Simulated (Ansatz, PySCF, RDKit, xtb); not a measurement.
# Solving SiSO−, step by step

Task: start from the formula SiSO− (charge -1, odd number of electrons), draw up candidate structures, narrow them down in stages, and characterise the one that lies lowest at 298.15 K.

Plan: many cheap relaxations first (GFN2-xTB), then density-functional screening, relaxation at B3LYP-D3(BJ)/def2-SVPD, vibrations and a final energy. The numbers are computed, not measured.

4 further runs of the same task are left out: 4 set aside as unsound or not needed.

## (1) Drawing up candidates

A program enumerates the bonding patterns with one Lewis structure each (two rings at most, one unusual centre or charged pair), with their diastereomers. O–O, O–halogen and N–halogen bonds and N–N–N chains are not drawn. That gives 3 candidates.

```csv
label,SMILES,spin
c073,O1[Si-]=[S]1,doublet
c527,O=[Si][S-],doublet
c806,[O-]S#[Si],doublet
```

Candidates are built by distance geometry, with a force field where one applies, in up to four conformers (letters a to d). 2 starts with atoms placed at random are added, to find patterns that the rules miss.

Q: Predict the outcome of this search (final energies at CCSD(T)/def2-SVPD + MP2/def2-TZVPPD - MP2/def2-SVPD).

| quantity | value |
| --- | --- |
| lowest structure found | O=[Si][S-], doublet, Cs |
| next finalist | [O]1[Si][S]1 ‡, doublet, 57.3 kcal/mol higher in G |
| share at equilibrium, among the finalists | 100.0 % |
| harmonic wavenumbers, lowest and highest (B3LYP-D3(BJ)/def2-SVPD) | 261 and 1067 cm⁻¹ |
| rotational constants, same geometry | 2.207, 0.1271, 0.1201 cm⁻¹ |
| HOMO energy (highest over α and β) (PBE0/def2-TZVPD) | -0.99 eV |
| LUMO energy (lowest over α and β) (PBE0/def2-TZVPD) | 1.98 eV |
| lowest excitation (TD-PBE0/def2-SVPD) | 2.44 eV (f = 0.005) |
| strongest of the states computed, same level | 3.89 eV (f = 0.020) |
| vertical detachment energy | 3.01 eV |
| vertical quartet less doublet | +3.75 eV |

The search ends on `O=[Si][S-]`. Among the finalists first place is clear (57.3 kcal/mol); structures outside the list aren't covered. GFN2-xTB, HF/STO-3G, r2SCAN-D4/def2-SVPD, B3LYP-D3(BJ)/def2-SVPD, HF/def2-SVPD and MP2/def2-SVPD already put its bonding pattern lowest among the structures in one piece. A large T1 diagnostic among the finalists warns that one reference determinant may not suffice. It concerns: the finalist [O][S][Si] ‡ (doublet). In an anion, excitations above the detachment energy lie in the continuum and hang on the basis, so they needn't be bound states. The stability test raises a flag; for an open shell a flag towards a general spinor solution can be the free rotation of the spin. Lowest found is not proven lowest: the search is finite, and each finalist counts with one conformer.

‡ marks the bonded skeleton alone, with all bonds drawn single: no Lewis structure was assigned that passes a check against the bond lengths.
